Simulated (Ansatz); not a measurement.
PbO (Pbcm, No. 57), treated with LDA (Ansatz, a program for electronic structure, PAW).

Run with plane-wave cutoff 520 eV, 8×6×6 k mesh (along the axes of the cell as run), Fermi–Dirac smearing 0.01 eV, scalar-relativistic PAW data made under PBE.

Computed at the level's own relaxed cell.

Problem. Predict the smallest direct gap on the k points sampled, Γ–Γ gap, pressure derivative B′ of the bulk modulus and bulk modulus.

Solution. 
* **smallest direct gap on the k points sampled**: 2.19 eV
* **Γ–Γ gap**: 3.42 eV
* **pressure derivative B′ of the bulk modulus**: 10.4
* **bulk modulus**: 25.9 GPa

Note: the bulk modulus comes from volumes at which shape and atoms were relaxed.

Spin–orbit coupling is not included; with these elements it can move the gap by several tenths of an eV or more.

Computed values are for the static lattice.

Cost on a shared machine: about 16 core-minutes (a rough figure).
